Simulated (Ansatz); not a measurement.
# CH5NSi: the cost of one run

Program: Ansatz 0.2.0. Level of theory: RKS PBE-D4/def2-SVPD. These are calculated values, not measurements.

## Step 1: The starting structure

Bond lengths: C1–N2 1.420 Å, C1–Si3 1.756 Å, N2–Si3 1.684 Å, C1–H4 1.040 Å, C1–H5 1.111 Å, N2–H6 1.035 Å, Si3–H7 1.538 Å, Si3–H8 1.449 Å. Angles (14 of 15 angles, heavy atoms first): C1–N2–Si3 68.3°, N2–C1–Si3 63.0°, C1–Si3–N2 48.7°, C1–N2–H6 112.1°, Si3–N2–H6 110.0°, N2–C1–H4 117.2°, N2–C1–H5 118.8°, Si3–C1–H4 117.5°, Si3–C1–H5 120.3°, C1–Si3–H7 119.1°, C1–Si3–H8 122.9°, N2–Si3–H7 103.5°, N2–Si3–H8 106.9°, H4–C1–H5 112.0°.

Structure file:

```xyz
8

C    -0.6555    0.3270   -0.5947
N    -0.2868    0.4919    0.7671
Si    0.5064   -0.8146    0.0610
H    -1.6154   -0.0224   -0.7887
H    -0.3348    1.0926   -1.3327
H     0.3731    1.2786    0.8986
H     1.9899   -0.4149    0.1288
H     0.1153   -1.9954    0.8047
```

## Step 2: End point A

The input, input.yaml:

```yaml
crystal:
  periodic: [false, false, false]
  atoms:
    - { symbol: C, position_ang: [-0.6555, 0.327, -0.5947] }
    - { symbol: "N", position_ang: [-0.2868, 0.4919, 0.7671] }
    - { symbol: Si, position_ang: [0.5064, -0.8146, 0.061] }
    - { symbol: H, position_ang: [-1.6154, -0.0224, -0.7887] }
    - { symbol: H, position_ang: [-0.3348, 1.0926, -1.3327] }
    - { symbol: H, position_ang: [0.3731, 1.2786, 0.8986] }
    - { symbol: H, position_ang: [1.9899, -0.4149, 0.1288] }
    - { symbol: H, position_ang: [0.1153, -1.9954, 0.8047] }
basis:
  gaussian: { orbitals: def2-SVPD }
hamiltonian:
  xc: pbe
  dispersion: d4
relax:
  f_tol: 0.02
  max_steps: 50
```

Run with:

```bash
$ ansatz run input.yaml --threads 2 --pin off --max-ram 3072MiB --backend cpu --events-out ev --progress --plain --runs-dir out
```

Q: Estimate wall time and peak memory on 2 threads of Intel Xeon Platinum 8259CL at 2.50GHz (Skylake/Cascade Lake), shared host.

About 34 s, with a peak of 0.21 GiB.
